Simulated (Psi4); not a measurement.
# Two attempts at B2NH5 (SMILES BNB)

Wanted: the excited states of B2NH5, EOM-CCSD/def2-SVP.

The results are computed with Psi4 1.11.

3 further runs of the same task are left out: 3 set aside as unsound or not needed.

## 1. The molecule

The species is B2NH5 (8 atoms), meant as a singlet with charge 0. SMILES: `BNB`. The shape is that of a PBE0-D4/def2-TZVP optimisation.

Bond lengths: B1–N2 1.417 Å, N2–B3 1.417 Å, B1–H4 1.194 Å, B1–H5 1.197 Å, N2–H6 1.011 Å, B3–H7 1.197 Å, B3–H8 1.194 Å. Angles: B1–N2–B3 125.8°, B1–N2–H6 117.1°, B3–N2–H6 117.1°, N2–B1–H4 118.5°, N2–B1–H5 119.5°, N2–B3–H7 119.4°, N2–B3–H8 118.5°, H4–B1–H5 122.0°, H7–B3–H8 122.0°.

## 2. Try one

Contents of b2h5n.inp:

```
memory 1600 mb

molecule m {
  0 1
  B
  N 1 r2
  B 2 r3 1 a3
  H 1 r4 2 a4 3 d4
  H 1 r5 4 a5 2 d5
  H 2 r6 3 a6 1 d6
  H 3 r7 2 a7 6 d7
  H 3 r8 7 a8 2 d8

  r2 = 1.416929
  r3 = 1.416834
  a3 = 125.77932
  r4 = 1.193786
  a4 = 118.53672
  d4 = -0.01522
  r5 = 1.196611
  a5 = 122.00956
  d5 = 179.97568
  r6 = 1.010844
  a6 = 117.11571
  d6 = 179.99444
  r7 = 1.196667
  a7 = 119.44614
  d7 = 0.00447
  r8 = 1.193785
  a8 = 122.01561
  d8 = -179.98576
  units angstrom
  symmetry c1
  no_reorient
  no_com
}

set scf_type pk
set freeze_core true
set roots_per_irrep [1]
set maxiter 2

e, wfn = energy('eom-ccsd/def2-SVP', return_wfn=True)
print_variables()
```

On the command line:

```sh
psi4 -n 1 b2h5n.inp b2h5n.out
```

b2h5n.out:

```text
Psi4 1.11 release

   => Loading Basis Set <=

    Name: DEF2-SVP
    Role: ORBITAL
    Keyword: BASIS

         ---------------------------------------------------------
                                   SCF
                              RHF Reference
                        1 Threads,   1525 MiB Core
         ---------------------------------------------------------

  ==> Geometry <==

    Molecular point group: c1
    Full point group: C1

    Geometry (in Angstrom), charge = 0, multiplicity = 1:

       Center              X                  Y                   Z               Mass
    ------------   -----------------  -----------------  -----------------  -----------------
         B           -0.000002326468     0.365863422678    -1.229590917505    11.009305360000
         N           -0.000002326468     0.365863422678     0.187338082495    14.003074004430
         B           -0.000002326468    -0.783578435192     1.015711186194    11.009305360000
         H            0.000276263686    -0.682890826197    -1.799888613141     1.007825032230
         H            0.000151584399     1.407816267846    -1.817988852647     1.007825032230
         H           -0.000089637511     1.265689745307     0.647900970511     1.007825032230
         H           -0.000184749267    -0.651574232578     2.205075203686     1.007825032230
         H           -0.000070308672    -1.859429355434     0.498345339798     1.007825032230

  Running in c1 symmetry.

  Rotational constants: A =      1.67072  B =      0.34632  C =      0.28686 [cm^-1]
  Rotational constants: A =  50087.05667  B =  10382.50480  C =   8599.84917 [MHz]
  Nuclear repulsion =   58.239730953417137

  Charge       = 0
  Multiplicity = 1
  Electrons    = 22
  Nalpha       = 11
  Nbeta        = 11

  ==> Algorithm <==

  SCF Algorithm Type is PK.
  DIIS enabled.
  MOM disabled.
  Fractional occupation disabled.
  Guess Type is SAD.
  Energy threshold   = 1.00e-08
  Density threshold  = 1.00e-08
  Integral threshold = 1.00e-12

  ==> Primary Basis <==

  Basis Set: DEF2-SVP
    Blend: DEF2-SVP
    Number of shells: 33
    Number of basis functions: 67
    Number of Cartesian functions: 70
    Spherical Harmonics?: true
    Max angular momentum: 2

  ==> Integral Setup <==

  Using in-core PK algorithm.
   Calculation information:
      Number of atoms:                   8
      Number of AO shells:              33
      Number of primitives:             61
      Number of atomic orbitals:        70
      Number of basis functions:        67

      Integral cutoff                 1.00e-12
      Number of threads:                 1

  Performing in-core PK
  Using 5191562 doubles for integral storage.
  We computed 155195 shell quartets total.
  Whereas there are 157641 unique shell quartets.

  ==> DiskJK: Disk-Based J/K Matrices <==

    J tasked:                  Yes
    K tasked:                  Yes
    wK tasked:                  No
    Memory [MiB]:             1144
    Schwarz Cutoff:          1E-12

  Minimum eigenvalue in the overlap matrix is 6.6021853151E-03.
  Reciprocal condition number of the overlap matrix is 1.1944196152E-03.
    Using symmetric orthogonalization.

  ==> Pre-Iterations <==

  SCF Guess: Superposition of Atomic Densities via on-the-fly atomic UHF (no occupation information).

   -------------------------
    Irrep   Nso     Nmo
   -------------------------
     A         67      67
   -------------------------
    Total      67      67
   -------------------------

  ==> Iterations <==

                        Total Energy        Delta E     RMS |[F,P]|

   @RHF iter SAD:  -105.68464178613885   -1.05685e+02   0.00000e+00
   @RHF iter   1:  -106.64309194495631   -9.58450e-01   5.19647e-03 DIIS/ADIIS
   @RHF iter   2:  -106.69006699900686   -4.69751e-02   2.75096e-03 DIIS/ADIIS

PsiException: Could not converge SCF iterations in 2 iterations.

  Failed to converge.

psi4.driver.p4util.exceptions.SCFConvergenceError: Could not converge SCF iterations in 2 iterations.

Printing out the relevant lines from the Psithon --> Python processed input file:
    core.IO.set_default_namespace("m")
    core.set_global_option("SCF_TYPE", "pk")
    core.set_global_option("FREEZE_CORE", "true")
    core.set_global_option("ROOTS_PER_IRREP", [1])
    core.set_global_option("MAXITER", 2)
--> e, wfn = energy('eom-ccsd/def2-SVP', return_wfn=True)
    print_variables()

!-----------------------------------------------------!
!                                                     !
!  Could not converge SCF iterations in 2 iterations. !
!                                                     !
!-----------------------------------------------------!

    Psi4 run time: 0:00:00.98
```

Run time: 2 s. Hardware: 1 thread of Intel Xeon Platinum 8488C (Sapphire Rapids), shared host; peak memory 0.23 GiB.

## 3. What went wrong

The iterations ended before the threshold was met.

The telling line is `Could not converge SCF iterations in 2 iterations.`. The cause is that the iteration cap is too low for convergence. To mend it: iteration cap at its default in place of 2.

## 4. Second attempt

Contents of input.inp:

```
memory 1600 MB

molecule geom {
  B
  N 1 r2
  B 2 r3 1 a3
  H 1 r4 2 a4 3 d4
  H 1 r5 4 a5 2 d5
  H 2 r6 3 a6 1 d6
  H 3 r7 2 a7 6 d7
  H 3 r8 7 a8 2 d8

  r2 = 1.416929
  r3 = 1.416834
  a3 = 125.77932
  r4 = 1.193786
  a4 = 118.53672
  d4 = -0.01522
  r5 = 1.196611
  a5 = 122.00956
  d5 = 179.97568
  r6 = 1.010844
  a6 = 117.11571
  d6 = 179.99444
  r7 = 1.196667
  a7 = 119.44614
  d7 = 0.00447
  r8 = 1.193785
  a8 = 122.01561
  d8 = -179.98576
  symmetry c1
  no_reorient
  no_com
}

set scf_type pk
set freeze_core true
set roots_per_irrep [1]

e_tot, wfn = energy('eom-ccsd/def2-SVP', return_wfn=True)
print_variables()
```

On the command line:

```sh
psi4 -i input.inp -o input.out -n 1
```

input.out:

```text
[...]
  Running in c1 symmetry.
[...]
  Nuclear repulsion =   58.239730953417137
[...]
  Multiplicity = 1
[...]
  Nalpha       = 11
  Nbeta        = 11
[...]
    Number of basis functions: 67
[...]
   @RHF iter   1:  -106.64309194495631   -9.58450e-01   5.19647e-03 DIIS/ADIIS
[...]
   @RHF iter  10:  -106.70537839570855   -4.80327e-12   4.10452e-09 DIIS
[...]
    Orbital Energies [Eh]
    ---------------------
    Doubly Occupied:
       1A    -15.562299     2A     -7.613385     3A     -7.613343
       4A     -1.160235     5A     -0.736369     6A     -0.719004
       7A     -0.596244     8A     -0.547454     9A     -0.478204
      10A     -0.468918    11A     -0.467532
[...]
  @RHF Final Energy:  -106.70537839570855
   => Energetics <=
    Nuclear Repulsion Energy =             58.2397309534171370
    One-Electron Energy =                -257.9642439897880308
    Two-Electron Energy =                  93.0191346406623438
    Total Energy =                       -106.7053783957085500
[...]
 Multipole Moments:
 ------------------------------------------------------------------------------------
     Multipole            Electronic (a.u.)      Nuclear  (a.u.)        Total (a.u.)
 ------------------------------------------------------------------------------------
 L = 1.  Multiply by 2.5417464519 to convert [e a0] to [Debye]
 Dipole X            :         -0.0001849            0.0000824           -0.0001025
 Dipole Y            :          0.5212368           -0.0905547            0.4306820
 Dipole Z            :          0.2666824           -0.0464646            0.2202178
 Magnitude           :                                                    0.4837178
[...]
      * MP2 total energy                      = -107.044580437759180
[...]
      * CCSD total energy                     = -107.083262326404778
[...]
                     Excitation Energy              Total Energy
[...]
```

Wall time 11 s (1 thread of Intel Xeon Platinum 8488C (Sapphire Rapids), shared host); peak memory 0.36 GiB.

## 5. Results

Level: EOM-CCSD/def2-SVP.

| quantity | value |
| --- | --- |
| ground-state or mean-field energy | -107.08326 Eh |
| HOMO energy (Hartree–Fock orbitals) | -12.72 eV |
| LUMO energy (Hartree–Fock orbitals) | 2.54 eV |
| HOMO–LUMO gap (Hartree–Fock orbitals) | 15.26 eV |
| T1 diagnostic | 0.012 |
| lowest excitation energy | 6.80 eV |

**Reading.** The basis has no diffuse functions, so Rydberg states are missing or pushed up, and the true lowest state may lie lower.
